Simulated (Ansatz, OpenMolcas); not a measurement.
## Heat of formation of C3H4 (propyne) from total energies

The species is C3H4 (7 atoms), meant as a singlet with charge 0. As SMILES, `C#CC`. The coordinates come from a PBE0-D4/def2-TZVP relaxation.

| atom | x (Å) | y (Å) | z (Å) |
| --- | --- | --- | --- |
| C | -1.3472 | -0.6696 | -0.7920 |
| C | -0.3963 | -0.1970 | -0.2331 |
| C | 0.7521 | 0.3738 | 0.4422 |
| H | -2.1903 | -1.0885 | -1.2877 |
| H | 1.2612 | 1.0969 | -0.1993 |
| H | 0.4497 | 0.8878 | 1.3575 |
| H | 1.4708 | -0.4035 | 0.7124 |

Total energies at HF/def2-SVPD (OpenMolcas 26.06); the atoms run unrestricted:

```tsv
species	state	energy (Eh)
C3H4	singlet	-115.783780
C	triplet	-37.646258
H	doublet	-0.499278
```

Harmonic wavenumbers at PBE0-D4/def2-TZVP, in cm⁻¹: 353, 353, 672, 672, 963, 1047, 1047, 1404, 1468, 1468, 2246, 3052, 3123, 3123, 3485.

Measured heats of formation of the gaseous atoms at 298.15 K, in kJ/mol: C 716.9, H 218.0. Take 1 Eh = 2625.50 kJ/mol, 1 cm⁻¹ = 0.0119627 kJ/mol, RT = 2.479 kJ/mol.

Question: What heat of formation follows?

Answer: 
1. Electronic atomisation energy: 3 × (-37.646258) + 4 × (-0.499278) − (-115.783780) = 0.847894 Eh = 2226.1 kJ/mol.
2. Zero-point energy: half the sum of the wavenumbers, 12238 cm⁻¹ = 146.4 kJ/mol.
3. Thermal vibrational enthalpy, Σ hcν̃/(exp(hcν̃/kT) − 1): 2.9 kJ/mol. Translation, rotation and pV of a non-linear molecule: 4 RT = 9.9 kJ/mol.
4. The 7 free atoms carry 5/2 RT each: 43.4 kJ/mol.
5. Spin-orbit coupling lowers the free atoms by 3 × 0.02 = 0.1 kJ/mol.
6. Atomisation enthalpy at 298 K: 2226.1 − 0.1 − 146.4 − 2.9 − 9.9 + 43.4 = 2110.2 kJ/mol.
7. Sum of the atoms' heats of formation: 3022.7 kJ/mol. Heat of formation: 3022.7 − 2110.2 = +912.5 kJ/mol.

The tabulated value is +185.8 kJ/mol (Active Thermochemical Tables), so this level is off by +726.7 kJ/mol, or 25.6 % of the atomisation enthalpy. Hartree–Fock leaves out correlation, which is larger in the molecule than in the atoms, so it underbinds and puts the heat of formation too high. Anharmonicity and any spin-orbit splitting of the molecule are left out.
